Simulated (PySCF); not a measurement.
## Electron affinity of Cl by level of theory

Cl⁻ [Ar] (1S) → Cl [Ne] 3s2 3p5 (2P), as a difference of total energies. Computed with PySCF 2.14 in aug-cc-pCVTZ-DK with one added diffuse shell each of s, p, d, f type (9s8p6d4f, 91 functions), with scalar relativity by spin-free X2C-1e. Correlated levels: nothing frozen. The calculations carry no spin-orbit coupling.

```csv
method,electron affinity (eV)
UHF,2.358
MP2 (all electrons),3.634
SCS-MP2 (all electrons),3.533
CCSD (all electrons),3.399
CCSD(T) (all electrons),3.497
```

Q: How much does correlation contribute at CCSD(T) (all electrons)?

A: 3.497 − (2.358) = 1.139 eV, measured against UHF.

A first-order spin-orbit estimate (lowest level to lowest level, LS coupling) adds -0.035 eV.

Errors of the correlated levels include the incompleteness of this basis.

For comparison: 3.613 eV (measured; photodetachment measurements, as compiled on the Wikipedia data page of electron affinities).
